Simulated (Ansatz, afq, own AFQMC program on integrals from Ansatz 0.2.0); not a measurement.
## Where AFQMC and coupled cluster stand for P, sextet

A free P atom.

Basis cc-pVTZ. Noble-gas cores (and the filled d shells of Ga–Kr and In–Xe) are frozen. AFQMC by an in-house program on the Cholesky factors that Ansatz 0.2.0 writes for its CCSD(T) run. The CISD trial takes its coefficients from CCSD amplitudes. Released means that phaseless walkers are propagated on without the constraint, phases kept. Uncertainties: one standard error, sampling alone.

Determinant: UHF, the one that the program's search chose, which needn't be the lowest solution.

Full CI on the same integrals is exact in this basis and with this determinant's frozen core.

Cautions: another spin lies lower (by 16.98 eV); in this basis the state lies above a state of the ion, a sign that the basis lacks the diffuse functions it needs, so its energy is an artefact of the basis.

The T1 diagnostic is 0.0078, the weight of the determinant in the CISD state is 0.979 and the ⟨S²⟩ of the determinant is 8.750. The size of the correlated space is 5 electrons in 29 orbitals.

Reference: full CI, correlation energy -0.938 eV. The released energy is read at 2.40 1/Eh (meV from the phaseless value at times in 1/Eh: 0.66 ± 0.25 at 0.24, 0.4 ± 0.3 at 0.51, 0.05 ± 0.25 at 0.99, 5 ± 5 at 1.62, -0.1 ± 0.3 at 2.40).

```
         level  E − E(reference) (mEh)  share of correlation (%)
            HF                   34.46                      0.00
           MP2                    9.03                     73.80
          CCSD                    0.47                     98.64
       CCSD(T)                    0.11                     99.69
         CCSDT                    0.00                     99.99
      CCSDT(Q)                    0.00                    100.00
        CCSDTQ                    0.00                    100.00
 ph-AFQMC/CISD             0.00 ± 0.02                    100.01
released AFQMC            -0.01 ± 0.01                    100.02
```

CCSDT and higher add their correlation energy to the determinant of the CCSD(T) run, since their own runs factorise the integrals more tightly (a shift of under 2 meV). A walk keeps the symmetry of its determinant, which the program's search chose and which needn't be the lowest solution, so a lower state of the same spin and another symmetry isn't excluded. Released energies are given only where the last usable release times agree within the noise; a slower fall can still hide under it.
